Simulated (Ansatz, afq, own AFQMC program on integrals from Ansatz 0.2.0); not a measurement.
AlGeH₃, singlet: AFQMC among the cluster methods

```yaml
atoms:
  - { symbol: Ge, position_ang: [0.0017, 0.0000, 0.6723] }
  - { symbol: Al, position_ang: [-0.0910, 0.0000, -1.6422] }
  - { symbol: H, position_ang: [0.8330, 1.0566, -0.3946] }
  - { symbol: H, position_ang: [0.8330, -1.0566, -0.3946] }
  - { symbol: H, position_ang: [0.6458, 0.0000, -3.7013] }
```

Connectivity, by distances: Ge–Al ··· H, 2 bridging H.

Basis cc-pVDZ. Noble-gas cores (and the filled d shells of Ga–Kr and In–Xe) are frozen. AFQMC by an in-house program on the Cholesky factors that Ansatz 0.2.0 writes for its CCSD(T) run. The CISD trial takes its coefficients from CCSD amplitudes. Released means that phaseless walkers are propagated on without the constraint, phases kept. Error bars are statistical, one sigma. No spin–orbit coupling.

Determinant: UHF, the one that the program's search chose, which needn't be the lowest solution. The geometry is a point of a scan.

No full CI on the walks' own integrals is used here; CCSDT(Q) serves as the reference and is uncertain by about the last step of the cluster series.

Cautions: no relativity below Rb; no spin-orbit coupling; inner d shell frozen; higher spins were not checked; an unrestricted solution with more broken spin lies lower (53 meV, ⟨S²⟩ 0.36), while this determinant keeps restricted orbitals; raised T1 diagnostic (T1 0.022, weight of the determinant 0.84, largest double 0.13).

```
T1 diagnostic                               : 0.0217
weight of the determinant in the CISD state : 0.836
⟨S²⟩ of the determinant                     : 0.000
size of the correlated space                : 10 electrons in 41 orbitals
```

Reference: CCSDT(Q), correlation energy -5.897 eV. The released energy is read at 2.40 1/Eh (meV from the phaseless value at times in 1/Eh: -19 ± 20 at 0.24, -7 ± 17 at 0.51, -11 ± 15 at 0.99, 1 ± 23 at 1.62, 8 ± 18 at 2.40).

| level | E − E(reference) (kJ/mol) | share of correlation (%) |
| --- | --- | --- |
| HF | 569.0 | 0.00 |
| MP2 | 129.5 | 77.24 |
| CCSD | 29.2 | 94.88 |
| CCSD(T) | 5.8 | 98.98 |
| CCSDT | 1.7 | 99.70 |
| ph-AFQMC/HF | 10.1 ± 5.0 | 98.22 |
| ph-AFQMC/CISD | 1.2 ± 1.9 | 99.79 |
| released AFQMC | 2.0 ± 1.7 | 99.65 |

A walk keeps the symmetry of its determinant, which the program's search chose and which needn't be the lowest solution, so a lower state of the same spin and another symmetry isn't excluded. Released energies are given only where the last usable release times agree within the noise; a slower fall can still hide under it.
